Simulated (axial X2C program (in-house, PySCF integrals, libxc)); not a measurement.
Density and ELF of SF⁻

All values were computed with an in-house relativistic program for diatomic molecules. Spin-free means the one-electron spin-free X2C Hamiltonian. Basis: S dyall-av3z [9s8p3d2f], F dyall-av3z [7s6p3d2f] (cores contracted in-house); Gaussian nuclei, density fitting, unrestricted open shells. Masses: S 31.972 u, F 18.998 u.

PBE0, scalar-relativistic, state M_S = 0, Λ = 0 (closed shell); S at z = 0, F at z = 1.721 Å.

The maps cover the half plane through the axis: z from -2.4 to 3.6 Å along the bond, ρ from 0.15 to 2.25 Å away from it.

log10 of the density in e/bohr³:

```
 ρ\z  -2.4  -1.8  -1.2  -0.6   0.0   0.6   1.2   1.8   2.4   3.0   3.6
0.15  -3.8  -2.8  -1.7  -0.8   1.2  -0.8  -0.4   0.5  -0.8  -2.2  -3.4
0.45  -3.8  -2.8  -1.7  -0.9  -0.4  -0.9  -0.7  -0.2  -1.1  -2.3  -3.5
0.75  -3.7  -2.8  -1.9  -1.1  -0.8  -1.1  -1.2  -0.9  -1.5  -2.6  -3.6
1.05  -3.7  -2.9  -2.1  -1.4  -1.1  -1.5  -1.8  -1.6  -2.0  -2.9  -3.8
1.35  -3.7  -3.0  -2.3  -1.8  -1.6  -1.8  -2.2  -2.2  -2.6  -3.3  -4.1
1.65  -3.8  -3.2  -2.6  -2.1  -2.0  -2.2  -2.7  -2.8  -3.1  -3.6  -4.4
1.95  -3.9  -3.3  -2.8  -2.5  -2.4  -2.6  -3.0  -3.3  -3.6  -4.0  -4.7
2.25  -4.1  -3.5  -3.1  -2.8  -2.8  -3.0  -3.4  -3.8  -4.1  -4.5  -5.0
```

Electron localisation function (collinear form, no current term, damped to 0 at low density):

```
 ρ\z  -2.4  -1.8  -1.2  -0.6   0.0   0.6   1.2   1.8   2.4   3.0   3.6
0.15  0.00  0.01  0.26  0.18  0.72  0.15  0.78  0.14  0.73  0.18  0.01
0.45  0.00  0.02  0.35  0.70  0.10  0.42  0.69  0.88  0.71  0.16  0.01
0.75  0.00  0.04  0.46  0.89  0.88  0.58  0.38  0.81  0.60  0.13  0.01
1.05  0.00  0.07  0.52  0.90  0.94  0.58  0.12  0.55  0.39  0.08  0.00
1.35  0.01  0.09  0.52  0.86  0.90  0.53  0.04  0.19  0.19  0.04  0.00
1.65  0.01  0.09  0.46  0.78  0.82  0.45  0.02  0.03  0.06  0.01  0.00
1.95  0.00  0.06  0.35  0.66  0.70  0.35  0.01  0.01  0.01  0.00  0.00
2.25  0.00  0.03  0.22  0.47  0.52  0.22  0.01  0.00  0.00  0.00  0.00
```

The state is a single determinant with fixed occupations, the lowest that a limited PBE0 search found. The highest occupied level of some functionals is positive through self-interaction error; at Hartree–Fock it is bound.
